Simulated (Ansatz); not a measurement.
Geometry optimisation, RKS B3LYP-D4/6-31G* in Ansatz 0.2.0.

The input (input.yaml):

```yaml
crystal:
  periodic: [false, false, false]
  atoms:
    - { symbol: Si, position_ang: [0.324129, -0.400936, -0.237641] }
    - { symbol: H, position_ang: [-0.632072, -0.39097, 2.254369] }
    - { symbol: H, position_ang: [1.132974, -0.295526, -1.4861] }
    - { symbol: H, position_ang: [0.05155, 0.942036, 0.307006] }
    - { symbol: O, position_ang: [-1.200233, -1.02068, -0.502619] }
    - { symbol: H, position_ang: [-1.225271, -1.916225, -0.864268] }
    - { symbol: "N", position_ang: [1.376738, -1.392376, 0.801339] }
    - { symbol: H, position_ang: [1.046251, -1.92736, 1.592795] }
    - { symbol: H, position_ang: [2.137353, -1.871752, 0.334737] }
    - { symbol: H, position_ang: [0.059182, -0.452111, 2.395382] }
basis:
  gaussian: { orbitals: "6-31G*" }
hamiltonian:
  xc: b3lyp
  dispersion: d4
relax:
  f_tol: 0.03
  max_steps: 50
```

Command:

```bash
$ ansatz run input.yaml --threads 1 --pin off --max-ram 2048MiB --backend cpu --events-out ev --progress --plain --runs-dir out
```

**Question.** Where does it end, and by what steps?

**Answer.** It converged. The force dipped under the threshold on the way, but the program's further checks kept it going. After 27 steps the energy has fallen by 0.301 eV; H10 moved furthest, 1.63 Å.

```
step  energy less start (eV)  largest force component (eV/Å)  accepted
   0                  0.0000                           1.460       yes
   1                 -0.1575                           0.533       yes
   2                 -0.2137                           0.660       yes
   3                 -0.2469                           0.610       yes
   4                 -0.2619                           0.190       yes
   5                 -0.2257                           0.654        no
   6                 -0.2656                           0.039       yes
   7                 -0.2672                           0.029       yes
   8                 -0.2372                           0.977        no
   9                 -0.2675                           0.019       yes
  10                 -0.2676                           0.128       yes
  11                 -0.2681                           0.033       yes
  12                 -0.2683                           0.015       yes
  13                 -0.2667                           0.338        no
  14                 -0.2688                           0.128       yes
  15                 -0.2689                           0.238       yes
  16                 -0.2708                           0.102       yes
  17                 -0.2721                           0.064       yes
  18                 -0.2748                           0.283       yes
  19                 -0.2792                           0.241       yes
  20                 -0.2851                           0.158       yes
  21                 -0.2887                           0.240       yes
  22                 -0.2905                           0.362       yes
  23                 -0.2934                           0.157       yes
  24                 -0.2963                           0.067       yes
  25                 -0.2975                           0.246       yes
  26                 -0.2995                           0.110       yes
  27                 -0.3005                           0.025       yes
```

```xyz
10
Properties=species:S:1:pos:R:3
Si 0.599 -0.423 -0.486
H -1.293 -0.749 2.455
H 0.841 -0.804 -1.905
H 0.771 1.025 -0.239
O -1.004 -0.676 -0.077
H -1.342 -1.568 -0.233
N 1.787 -1.302 0.399
H 1.906 -1.188 1.398
H 2.111 -2.208 0.088
H -1.306 -0.833 3.195
```

Whether the end is a true minimum wasn't checked by a vibrational analysis.

Run time: 50 s on 1 thread of AMD EPYC 7B13 (Zen 3), with other jobs on the host, peak memory 0.15 GiB.
